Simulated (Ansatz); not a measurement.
# CH2FSi: the cost of one run

Method: RKS PBE/def2-SVP, in Ansatz 0.2.0.

## (1) Starting point

Bond lengths: F1–C2 1.486 Å, C2–Si3 1.739 Å, Si3–H4 1.508 Å, Si3–H5 1.503 Å. Angles: F1–C2–Si3 116.1°, C2–Si3–H4 146.4°, C2–Si3–H5 112.4°, H4–Si3–H5 101.2°.

Structure file:

```xyz
5

F     0.5377   -1.7194    1.3707
C     0.7687   -0.3020    0.9877
Si   -0.1836    0.2985   -0.3377
H    -1.2377   -0.0146   -1.3688
H     0.1149    1.7376   -0.6520
```

## (2) Preparing the start

Contents of input.yaml:

```yaml
crystal:
  periodic: [false, false, false]
  atoms:
    - { symbol: F, position_ang: [0.53771, -1.71945, 1.37073] }
    - { symbol: C, position_ang: [0.76869, -0.30201, 0.98773] }
    - { symbol: Si, position_ang: [-0.18356, 0.2985, -0.33766] }
    - { symbol: H, position_ang: [-1.23774, -0.01463, -1.3688] }
    - { symbol: H, position_ang: [0.11489, 1.73758, -0.65199] }
total_charge: -1
basis:
  gaussian: { orbitals: def2-SVP }
hamiltonian:
  xc: pbe
relax:
  f_tol: 0.02
  max_steps: 40
scf:
  lower_state_search: "off"
```

Started as:

```bash
$ ansatz run input.yaml --threads 1 --pin off --max-ram 2048MiB --backend cpu --events-out ev --progress --plain --runs-dir out
```

**Question.** How long does this run take on 1 thread of Arm Neoverse V2, shared host, and how much memory does it need?

About 5.2 s, with a peak of 0.11 GiB.
